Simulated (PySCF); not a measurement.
# C2H6O: the cost of one run

The runs use PySCF 2.14.0, with density-fitted response routines of our own; the level of theory stands in each step. All values are computed, except where a source is named. Atoms count from 0, in the outputs and in this text.

**1. The starting structure**

9 atoms, charge 0, multiplicity 1; geometry from: MMFF94s. The atoms were then displaced at random by about 0.03 Å, so the start is not that level's minimum.

Bonds of the start (Å): C0–O1 1.51, O1–C2 1.44, C0–H3 1.01, C0–H4 1.10, C0–H5 1.08, C2–H6 1.11, C2–H7 1.01, C2–H8 1.18.

**2. Geometry optimisation at PBE0-D3(BJ)/def2-SVP**

The job: settings as JSON, then the geometry in Å.

```
{"job": {"xc": "PBE0", "basis": "def2-SVP", "d3": "d3bj", "grid": 1, "shake": 0.03, "kind": "geom"}, "charge": 0, "multiplicity": 1}
C      1.233050    -0.021990    -0.019270
O     -0.053390     0.246080    -0.758000
C     -1.236020    -0.035970     0.021820
H      1.357400    -0.983080     0.272380
H      1.207310     0.695690     0.807510
H      1.998930     0.305090    -0.699260
H     -1.136540    -1.082250     0.365860
H     -2.025280     0.161430    -0.568820
H     -1.212720     0.645560     0.979380
```

The run is started by

```sh
$ OMP_NUM_THREADS=1 python probes_run.py task.json out
```

The driver reads the jobs from task.json and runs them one after another.

Q: Estimate the wall time and peak memory of this first job on 1 thread of Intel Xeon 6975P-C, shared host.

About 5.5 s, with a peak of 0.31 GiB.
